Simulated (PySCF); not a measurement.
This PySCF input asks for the NMR shieldings of `BF`, BFH2; the geometry comes from PBE0-D3(BJ)/def2-TZVP.

```python
import basis_set_exchange as bse
import numpy as np
from pyscf import gto, dft
from pyscf.prop import nmr

atoms = """
B    -0.054724   -0.073155   -0.040608
F     1.250498   -0.240322   -0.090688
H    -0.514939    0.891664   -0.580085
H    -0.701692   -0.895767    0.541337
"""
names = dict.fromkeys(["B", "F", "H"], "pcSseg-2")
basis = {el: gto.basis.parse(bse.get_basis(n, elements=[el], fmt="nwchem")) for el, n in names.items()}
mol = gto.M(atom=atoms, basis=basis, charge=0, verbose=0)
mf = dft.RKS(mol, xc="PBE0")
mf.grids.level = 2
mf.grids.alignment = dft.numint.BLKSIZE   # the property module wants whole blocks of grid points
mf.conv_tol = 1e-9
mf.kernel()

calc = nmr.RKS(mf)   # GIAO
C = mf.mo_coeff
Co = C[:, mf.mo_occ > 0]
resp = mf.gen_response(singlet=True, hermi=2)
def vind(x):   # induced exchange potential for any number of trial vectors
    d = np.einsum("pi,xij,qj->xpq", C, 2 * x.reshape(-1, C.shape[1], Co.shape[1]), Co, optimize=True)
    return np.einsum("xpq,pi,qj->xij", resp(d - d.transpose(0, 2, 1)), C, Co, optimize=True).ravel()
mo1, _ = nmr.rhf.solve_mo1(calc, with_cphf=vind)
sigma = calc.kernel(mo1)
for i, s in enumerate(sigma):   # ppm
    w = np.linalg.eigvalsh((s + s.T) / 2)
    print("%2d %-2s iso %8.1f  s11 %8.1f  s22 %8.1f  s33 %8.1f" % (i, mol.atom_pure_symbol(i), w.mean(), *w))
```

**Question.** What are the results?

**Answer.** 
```
 0 B  iso     42.2  s11    -17.7  s22     54.6  s33     89.7
 1 F  iso    159.0  s11    -49.5  s22     -0.1  s33    526.4
 2 H  iso     25.9  s11     25.5  s22     25.7  s33     26.4
 3 H  iso     25.9  s11     25.5  s22     25.7  s33     26.4
```

These numbers come from an equivalent density-fitted implementation of the same equations, which agrees with the script to about 0.01 ppm for H and up to a few tenths of a ppm for heavy atoms, so last digits may differ.

**Question.** Turn these shieldings into chemical shifts. References, each an isolated molecule treated in the same way: BF3·OEt2 for $^{11}$B (98.70 ppm); $^{19}$F (174.31 ppm) against CFCl3; $^{1}$H (31.52 ppm) vs TMS.

**Answer.** Averaging equivalent atoms: B 0: 56.5; F 1: 15.4; H 2/3: 5.64 ppm. Unscaled 19F shifts against computed CFCl3 carry errors that often reach 10 to 50 ppm.

Size and cost of the density-fitted run: 100 basis functions, 2.2 s wall time on 1 thread of an Intel Xeon 6975P-C, shared host; peak memory 0.35 GiB.
